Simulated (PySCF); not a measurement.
benzene (C6H6), SMILES c1ccccc1.

Geometry optimised at TPSSh-D3(BJ)/def2-SVP.

These are TPSSh-D3(BJ)/def2-SVP in PySCF 2.14.0 values and carry that method's errors.

No scaling factor is applied to the harmonic values.

Modes within 1.5 cm⁻¹ of each other (mostly degenerate sets) share a row, with their intensities summed.

```csv
mode,ν (cm⁻¹),IR (km/mol),Raman (Å⁴/amu),depolarisation,moving atoms (share of kinetic energy)
1–2,411,0.0,0.0,–,"C 71 %, H 29 %"
3–4,610,0.0,7.6,0.75,"C 91 %, H 9 %"
5,691,86.8,0.0,–,H 92 %
6,727,0.0,0.0,–,"C 78 %, H 22 %"
7–8,868,0.0,3.5,0.75,"H 79 %, C 21 %"
9–10,998,0.0,0.0,–,"H 71 %, C 29 %"
11,1009,0.0,0.0,–,C 92 %
12,1018,0.0,57.5,0.10,"C 91 %, H 9 %"
13,1030,0.0,0.0,–,"H 78 %, C 22 %"
14–15,1061,9.8,0.0,–,"H 58 %, C 42 %"
16,1165,0.0,0.0,–,H 96 %
17–18,1189,0.0,18.9,0.75,"H 89 %, C 11 %"
19,1369,0.0,0.0,–,"H 79 %, C 21 %"
20,1380,0.0,0.0,–,C 96 %
21–22,1513,13.5,0.0,–,"C 57 %, H 43 %"
23–24,1653,0.0,22.9,0.75,"C 90 %, H 10 %"
25,3168,0.0,0.0,–,H 92 %
26–27,3178,0.0,302.1,0.75,"H 92 %, C 8 %"
28–29,3193,75.8,0.0,–,"H 91 %, C 9 %"
30,3203,0.0,424.6,0.10,"H 91 %, C 9 %"
```
